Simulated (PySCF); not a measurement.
**HB–CH, quartet: the ladder up to RCCSDT**

Geometry: a point of a stretch scan, not a stationary point.

```xyz
4

B     0.0000   -0.0986    0.7967
C     0.0000   -0.0383   -0.7290
H     0.0000    0.9011    1.4667
H     0.0000    0.6127   -1.3256
```

Basis 6-31G; PySCF 2.14.0. Only valence electrons are correlated (noble-gas cores frozen), which leaves 9 electrons in 20 orbitals. R marks a restricted (for open shells ROHF) determinant, U an unrestricted one.

Full CI isn't at hand for all of this; RCCSDT serves as the reference. It lacks quadruple excitations, which often exceed the step from CCSD(T) to CCSDT. The frozen core follows each run's orbitals, which can shift R against U totals by a few meV.

* UHF ⟨S²⟩: 3.756
* T1 diagnostic (ROHF- or RHF-based CCSD): 0.0183
* largest doubles amplitude (ROHF- or RHF-based CCSD): 0.035
* T1 diagnostic (UCCSD): 0.0159

```
   level  E − E(RCCSDT) (meV)  share of correlation (%)  wall time
     RHF                 2869                      0.00          –
     UHF                 2793                      2.64          –
    RMP2                  680                     76.29          –
    UMP2                  668                     76.70          –
   RCCSD                   63                     97.79          –
   UCCSD                   62                     97.84          –
RCCSD(T)                   15                     99.47     0.63 s
UCCSD(T)                   15                     99.49     0.44 s
  UCCSDT                   -1                    100.03       16 s
```

The correlation energy at RCCSDT, counted from RHF, is -2.869 eV. That run took 19 s on 1 thread of Arm Neoverse N1, shared host.

Times are those of the correlated step on a shared host, with one SCF added for the restricted CCSD run; they ran on 1 thread of Arm Neoverse N1.
